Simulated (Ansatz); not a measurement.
Geometry optimisation, RKS PBE-D4/def2-SVP (Ansatz 0.2.0).

The input (input.yaml):

```yaml
crystal:
  periodic: [false, false, false]
  atoms:
    - { symbol: Al, position_ang: [-1.072512, -0.22026, 0.194605] }
    - { symbol: H, position_ang: [-1.059132, -1.713445, 0.61218] }
    - { symbol: H, position_ang: [-1.838332, 0.209761, -1.146225] }
    - { symbol: H, position_ang: [-0.772244, 0.964477, 1.270311] }
    - { symbol: H, position_ang: [0.611985, 1.51264, 0.486621] }
    - { symbol: F, position_ang: [1.20224, 1.821206, -0.160468] }
    - { symbol: H, position_ang: [0.682225, -1.625858, -0.237206] }
    - { symbol: O, position_ang: [0.819006, -0.660514, -0.175341] }
    - { symbol: H, position_ang: [1.426764, -0.288006, -0.844477] }
basis:
  gaussian: { orbitals: def2-SVP }
hamiltonian:
  xc: pbe
  dispersion: d4
relax:
  f_tol: 0.03
  max_steps: 50
output:
  orbitals: {}
```

Launched with:

```bash
$ ansatz run input.yaml --threads 2 --pin off --max-ram 3072MiB --backend cpu --events-out ev --progress --plain --runs-dir out
```

Problem. Where does it end, and by what steps?

Solution. It converged. After 19 steps the energy has fallen by 0.655 eV; H7 moved furthest, 1.04 Å.

```json
{"step": "0", "energy less start (eV)": "0.0000", "largest force component (eV/Å)": "1.109", "accepted": "yes"}
{"step": "1", "energy less start (eV)": "-0.2050", "largest force component (eV/Å)": "0.477", "accepted": "yes"}
{"step": "2", "energy less start (eV)": "-0.2862", "largest force component (eV/Å)": "0.881", "accepted": "yes"}
{"step": "3", "energy less start (eV)": "-0.1624", "largest force component (eV/Å)": "2.104", "accepted": "no"}
{"step": "4", "energy less start (eV)": "-0.3539", "largest force component (eV/Å)": "0.917", "accepted": "yes"}
{"step": "5", "energy less start (eV)": "-0.4296", "largest force component (eV/Å)": "0.912", "accepted": "yes"}
{"step": "6", "energy less start (eV)": "-0.5264", "largest force component (eV/Å)": "0.709", "accepted": "yes"}
{"step": "7", "energy less start (eV)": "-0.6022", "largest force component (eV/Å)": "0.430", "accepted": "yes"}
{"step": "8", "energy less start (eV)": "-0.6232", "largest force component (eV/Å)": "0.187", "accepted": "yes"}
{"step": "9", "energy less start (eV)": "-0.6035", "largest force component (eV/Å)": "0.794", "accepted": "no"}
{"step": "10", "energy less start (eV)": "-0.6388", "largest force component (eV/Å)": "0.274", "accepted": "yes"}
{"step": "11", "energy less start (eV)": "-0.6461", "largest force component (eV/Å)": "0.104", "accepted": "yes"}
{"step": "12", "energy less start (eV)": "-0.6459", "largest force component (eV/Å)": "0.207", "accepted": "no"}
{"step": "13", "energy less start (eV)": "-0.6498", "largest force component (eV/Å)": "0.060", "accepted": "yes"}
{"step": "14", "energy less start (eV)": "-0.6525", "largest force component (eV/Å)": "0.066", "accepted": "yes"}
{"step": "15", "energy less start (eV)": "-0.6526", "largest force component (eV/Å)": "0.217", "accepted": "yes"}
{"step": "16", "energy less start (eV)": "-0.6527", "largest force component (eV/Å)": "0.122", "accepted": "yes"}
{"step": "17", "energy less start (eV)": "-0.6518", "largest force component (eV/Å)": "0.170", "accepted": "no"}
{"step": "18", "energy less start (eV)": "-0.6547", "largest force component (eV/Å)": "0.041", "accepted": "yes"}
{"step": "19", "energy less start (eV)": "-0.6552", "largest force component (eV/Å)": "0.022", "accepted": "yes"}
```

```xyz
9
Properties=species:S:1:pos:R:3
Al -1.057 -0.383 0.206
H -1.550 -1.459 1.278
H -1.743 -0.195 -1.232
H -0.629 1.071 0.897
H 0.506 1.478 0.465
F 1.423 1.545 0.046
H 0.940 -1.229 -1.161
O 0.804 -0.858 -0.269
H 1.306 0.029 -0.229
```

Time of the run: 23 s on 2 threads of Arm Neoverse V1, on a shared host, peak memory 0.14 GiB.
